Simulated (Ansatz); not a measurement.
# [OH···H···H], doublet: transfer scan

Starting geometry:

```xyz
4

O    -0.1533   -0.0491    0.0000
H    -0.4027    0.8775    0.0000
H     0.8062   -0.0491    0.0000
H     2.0307   -0.0491    0.0000
```

From there H3 is moved from one fragment to the other while all else, the fragments' distance too, stays fixed, so the hump isn't the reaction's barrier; atoms are numbered as listed. Energies are in kJ/mol, counted from the starting geometry at the same level. Kohn–Sham curves are unrestricted where that lies lower.

Basis 6-31G; Ansatz 0.2.0. Correlated methods freeze the noble-gas cores.

In so small a basis the reference is far from its limit while semilocal and hybrid functionals are nearer theirs (RPA and double hybrids share much of the reference's basis error), so the functionals' errors here hold much of the reference's basis and frozen-core error, which can add to them or hide them.

Full CI is exact within this basis and frozen core; it isn't the basis-set limit.

| distance O1-H3 (Å) | full CI | PBE | revPBE | r2SCAN | PBE0 | B3LYP | wB97M-V | B2PLYP | RPA-PBE |
| --- | --- | --- | --- | --- | --- | --- | --- | --- | --- |
| 0.892 | 18.2 | 26.9 | 27.1 | 24.7 | 21.3 | 23.9 | 21.5 | 20.6 | 21.8 |
| 0.960 | 0.0 | 0.0 | 0.0 | 0.0 | 0.0 | 0.0 | 0.0 | 0.0 | 0.0 |
| 1.028 | 2.9 | -6.9 | -7.3 | -4.5 | -1.2 | -4.3 | -1.3 | -0.2 | -2.2 |
| 1.097 | 15.5 | -4.0 | -5.0 | 0.8 | 6.5 | 0.4 | 6.4 | 9.0 | 3.7 |
| 1.165 | 28.1 | 1.4 | -0.5 | 8.2 | 15.0 | 6.1 | 14.8 | 18.9 | 9.7 |
| 1.234 | 34.6 | 5.6 | 2.5 | 13.2 | 19.5 | 8.7 | 18.8 | 24.4 | 11.2 |
| 1.302 | 32.7 | 7.6 | 3.1 | 14.0 | 19.2 | 7.2 | 17.2 | 23.3 | 7.7 |
| 1.371 | 25.8 | 9.5 | 3.4 | 13.3 | 16.9 | 4.4 | 12.9 | 18.6 | 1.8 |
| 1.439 | 21.1 | 16.0 | 8.1 | 16.1 | 18.3 | 5.6 | 12.0 | 16.6 | -0.6 |
